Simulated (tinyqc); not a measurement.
Worked calculation: UKS/LDA (PW92) in the sto-3g basis, for OH+, spin multiplicity 3. One step of it, computed by the program tinyqc.

Problem. Orthogonalisation. S = U s U^T; symmetric (Loewdin) form X = U s^(-1/2) U^T, so that X^T S X = 1.

overlap S, lower triangle:
```
           1O 1s     1O 2s    1O 2px    1O 2py    1O 2pz     2H 1s
1O 1s   1.000000
1O 2s   0.236704  1.000000
1O 2px  0.000000  0.000000  1.000000
1O 2py  0.000000  0.000000  0.000000  1.000000
1O 2pz  0.000000  0.000000  0.000000  0.000000  1.000000
2H 1s   0.009199  0.128759  0.000000  0.000000  0.134771  1.000000
```

Give: eigenvalues of S; X.

Solution.

eigenvalues of S: 0.7256  0.8811  1.0000  1.0000  1.1102  1.2831

X, lower triangle:
```
          1O 1s    1O 2s  1O 2px  1O 2py   1O 2pz   2H 1s
1O 1s    1.0220
1O 2s   -0.1236   1.0287
1O 2px   0.0000   0.0000  1.0000
1O 2py   0.0000   0.0000  0.0000  1.0000
1O 2pz  -0.0009   0.0069  0.0000  0.0000   1.0070
2H 1s    0.0074  -0.0674  0.0000  0.0000  -0.0689  1.0135
```
